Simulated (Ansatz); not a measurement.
Molecule: C2H6N, charge -1, multiplicity 1. It need not be the lowest isomer of its formula. Whether it binds its extra electron was not tested at this geometry. 
Coordinates optimised at B3LYP-D3(BJ)/def2-TZVP (Ansatz, a quantum-chemistry and plane-wave program):
SMILES: [CH2-]CN
```xyz
9

C      1.3239    -0.3399     0.0017
C      0.1335     0.5457    -0.0015
N     -1.3043    -0.0455    -0.0006
H      1.3672    -0.9723     0.9042
H      1.3682    -0.9775    -0.8970
H      0.1290     1.2041    -0.8834
H      0.1280     1.2092     0.8766
H     -1.3038    -0.6879     0.7937
H     -1.3029    -0.6925    -0.7912
```
Charge -1, spin multiplicity 1.

Total electronic energies in hartree. Correlated levels leave the core frozen unless marked. No spin-orbit coupling. Non-relativistic. 

```
level                           program  energy (Eh)
-----------------------  --------------  -----------
HF/6-31G*                        Ansatz   -133.53496
PBE0/def2-SVP                    Ansatz   -134.21718
PBE0-D3(BJ)/def2-TZVPD   Ansatz + dftd3   -134.39554
PBE0/def2-QZVPP                  Ansatz   -134.40000
CAM-B3LYP-D4/def2-TZVPD  Ansatz + dftd4   -134.48986
RI-MP2/aug-cc-pVQZ               Ansatz   -134.27442
CCSD(T)/6-31G                    Ansatz   -133.82069
CCSD(T)/aug-cc-pVDZ              Ansatz   -134.16081
```

Totals of different functionals don't rank their quality; only differences between species are comparable.
